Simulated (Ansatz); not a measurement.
## A relaxation, step by step

SiPH7O, closed shell, PBE0-D4/def2-TZVP (Ansatz 0.2.0). Settings:

```yaml
hamiltonian: {xc: pbe0, dispersion: d4}
relax: {f_tol: 0.005, max_steps: 200}
```

Start, a step off a saddle point along its unstable mode:

```
10
angstrom
Si -0.0342 -0.7055 0.9623
H 1.0289 1.4266 -0.6103
H 0.4971 -2.0855 0.7934
H -1.2620 -0.7610 1.7983
O 1.0377 0.3787 1.5561
H -0.0346 1.5052 -0.7932
P -0.7451 0.1262 -1.0432
H 1.3201 0.9325 0.8304
H 0.1151 -0.2199 -2.1022
H -1.9231 -0.5973 -1.3917
```

```tsv
step	energy less the last (meV)	largest force component (eV/Å)
1	2037.6	2.618
4	369.9	0.772
7	64.6	0.154
10	42.4	0.088
13 (rejected trial)	49.1	0.990
16 (rejected trial)	28.6	1.001
19	14.3	0.292
22 (rejected trial)	19.6	0.343
25	9.9	0.087
28	7.6	0.140
31	5.2	0.208
34	2.9	0.065
37	1.6	0.059
40	0.5	0.032
43	0.1	0.015
46	0.0	0.011
49	0.0	0.002
```

Step 10, positions (Å) and forces (eV/Å):

| atom | x | y | z | Fx | Fy | Fz |
| --- | --- | --- | --- | --- | --- | --- |
| Si1 | -0.247 | -0.867 | 0.875 | -0.034 | 0.003 | -0.005 |
| H2 | 1.652 | 2.402 | -0.831 | -0.083 | -0.002 | -0.005 |
| H3 | 0.400 | -2.191 | 0.669 | -0.018 | 0.030 | 0.009 |
| H4 | -1.335 | -1.018 | 1.878 | 0.015 | -0.005 | -0.031 |
| O5 | 0.871 | 0.196 | 1.451 | 0.051 | 0.019 | -0.015 |
| H6 | 0.906 | 2.385 | -0.909 | 0.088 | 0.002 | 0.015 |
| P7 | -1.176 | -0.062 | -1.024 | 0.030 | -0.053 | 0.024 |
| H8 | 1.088 | 0.958 | 0.914 | -0.022 | -0.009 | 0.019 |
| H9 | -0.155 | -0.593 | -1.858 | -0.008 | 0.013 | -0.011 |
| H10 | -2.004 | -1.208 | -1.165 | -0.018 | 0.003 | -0.001 |

Step 19, positions (Å) and forces (eV/Å):

```tsv
atom	x	y	z	Fx	Fy	Fz
Si1	-0.208	-0.882	0.820	0.046	-0.010	-0.015
H2	1.637	2.537	-0.702	-0.007	0.005	0.003
H3	0.311	-2.270	0.761	0.006	0.022	0.016
H4	-1.298	-0.809	1.834	0.011	0.010	-0.006
O5	1.084	0.064	1.219	-0.098	0.277	-0.065
H6	0.902	2.585	-0.830	0.005	0.000	-0.001
P7	-1.119	-0.163	-1.114	-0.052	-0.080	-0.017
H8	0.975	1.011	1.074	0.072	-0.292	0.070
H9	-0.204	-0.859	-1.950	-0.016	0.008	0.034
H10	-2.078	-1.216	-1.112	0.032	0.060	-0.021
```

Step 31, positions (Å) and forces (eV/Å):

| atom | x | y | z | Fx | Fy | Fz |
| --- | --- | --- | --- | --- | --- | --- |
| Si1 | -0.199 | -0.857 | 0.777 | 0.028 | 0.037 | -0.016 |
| H2 | 1.451 | 2.872 | -0.370 | -0.208 | -0.100 | -0.117 |
| H3 | 0.161 | -2.289 | 0.899 | -0.014 | -0.011 | 0.006 |
| H4 | -1.263 | -0.520 | 1.763 | -0.004 | -0.008 | 0.010 |
| O5 | 1.200 | -0.035 | 1.067 | -0.006 | 0.058 | -0.006 |
| H6 | 0.852 | 2.563 | -0.711 | 0.205 | 0.101 | 0.124 |
| P7 | -1.025 | -0.276 | -1.239 | -0.006 | -0.056 | -0.006 |
| H8 | 1.196 | 0.908 | 0.887 | 0.011 | -0.058 | 0.011 |
| H9 | -0.236 | -1.210 | -1.963 | -0.024 | 0.020 | 0.013 |
| H10 | -2.137 | -1.154 | -1.110 | 0.017 | 0.017 | -0.017 |

Last step (49):

Si1  (-0.166, -0.793, 0.725)
H2  (1.153, 2.957, -0.049)
H3  (-0.004, -2.234, 1.032)
H4  (-1.169, -0.195, 1.652)
O5  (1.331, -0.137, 0.924)
H6  (0.762, 2.558, -0.547)
P7  (-0.928, -0.377, -1.357)
H8  (1.432, 0.791, 0.702)
H9  (-0.270, -1.487, -1.949)
H10  (-2.141, -1.082, -1.132)
(Å)

Hardware: 4 CPU threads of an Arm Neoverse V1, shared host. Wall time about 83 s.
